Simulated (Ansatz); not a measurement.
**BH₂ (doublet): wave-function methods side by side at distance B1–H2 = 2.646 Å, aug-cc-pVDZ**

How much of the correlation energy of BH₂ (doublet) does each wave-function method recover here?

The runs use Ansatz 0.2.0, Gaussian basis; aug-cc-pVDZ, core rule «outside noble gas», up to 1 orbitals frozen.

To be run: UHF; CCSD(T) on ROHF; CCSD(T) on UHF; BCCD(T) on ROHF; CISD; CCSDT(Q) on ROHF; CCSDT(Q) on UHF; CASSCF and MRCISD+Q, 3 electrons in 3 orbitals; CASSCF and NEVPT2, 3 electrons in 3 orbitals; CASSCF and MRCISD+Q, 5 electrons in 6 orbitals; CASSCF and NEVPT4(SD), 5 electrons in 6 orbitals; CASSCF and NEVPT2, 5 electrons in 6 orbitals; Full CI.

15 further runs of the same task are left out: 11 that didn't finish, 4 set aside as unsound or not needed.

## (1) What is computed

The geometry derives from a PBE0/def2-TZVP stationary point (not a proven minimum). One bond is set to the value named and the two fragments are kept rigid.

3 atoms, charge 0, spin multiplicity 2.

Atoms are counted from 1 here; the program's logs count them from 0.

Bond lengths: B1–H3 1.191 Å.

## (2) UHF

The input, in.yaml:

```yaml
crystal:
  periodic: [false, false, false]
  atoms:
    - {symbol: B, position_ang: [0.000000, -0.128857, 0.103350]}
    - {symbol: H, position_ang: [0.000000, 1.001884, -2.288875]}
    - {symbol: H, position_ang: [0.000000, 0.380216, 1.180358]}
basis:
  gaussian: {orbitals: aug-cc-pVDZ}
magnetization: {spin_polarized: true, initial_magnetization: 1}
hamiltonian: {xc: hf}
output: {orbitals: {seedname: orbitals}}
```

Launch:

```
> ansatz run in.yaml --threads 1 --pin off --events-out ev --progress --plain --max-ram 2393MiB
```

After this run come: CCSD(T) on ROHF; CCSD(T) on UHF; BCCD(T) on ROHF; CISD; CCSDT(Q) on ROHF; CCSDT(Q) on UHF; CASSCF and MRCISD+Q, 3 electrons in 3 orbitals; CASSCF and NEVPT2, 3 electrons in 3 orbitals; CASSCF and MRCISD+Q, 5 electrons in 6 orbitals; CASSCF and NEVPT4(SD), 5 electrons in 6 orbitals; CASSCF and NEVPT2, 5 electrons in 6 orbitals; Full CI.

Before running them: what should the planned runs give, taken together? Wanted: FCI below the RHF energy; RMP2 from FCI; UMP2 from FCI; RCCSD from FCI; RCCSD(T) from FCI; UCCSD(T) from FCI; RCCSDT(Q) from FCI; UCCSDT(Q) from FCI; NEVPT2 pair from FCI.

The runs gave:

```
                         quantity                                                                                               value
         FCI below the RHF energy                                                                                          -2.6457 eV
                    RMP2 from FCI                                                                                          +896.7 meV
                    UMP2 from FCI                                                                                          +891.5 meV
                   RCCSD from FCI                                                                                           +83.4 meV
                RCCSD(T) from FCI                                                                                           +30.2 meV
                UCCSD(T) from FCI                                                                                           +28.0 meV
               RCCSDT(Q) from FCI                                                                                            +0.9 meV
               UCCSDT(Q) from FCI                                                                                            +0.9 meV
             NEVPT2 pair from FCI                                                                                          +724.8 meV
           MRCISD+Q pair from FCI                                                                                            +9.3 meV
          NEVPT2 valence from FCI                                                                                          +430.8 meV
levels within 1 kcal/mol (43 meV)  RCCSD(T), UCCSD(T), BCCD(T), RCCSDT, UCCSDT, RCCSDT(Q), UCCSDT(Q), MRCISD+Q pair, MRCISD+Q valence
                    T1 diagnostic                                                                                               0.063
   effectively unpaired electrons                                                                                                1.18
```

RCCSD(T) misses by +30.2 meV, 1.1 % of the correlation energy. The occupations are near whole numbers, but T1 = 0.063 shows that the orbitals relax strongly. Of the multireference levels listed MRCISD+Q pair comes nearest in total energy (+9.3 meV), which doesn't show that its space is the better one. These misses are within one basis, not against nature; the frozen cores of restricted and unrestricted runs differ, which can shift their rows.
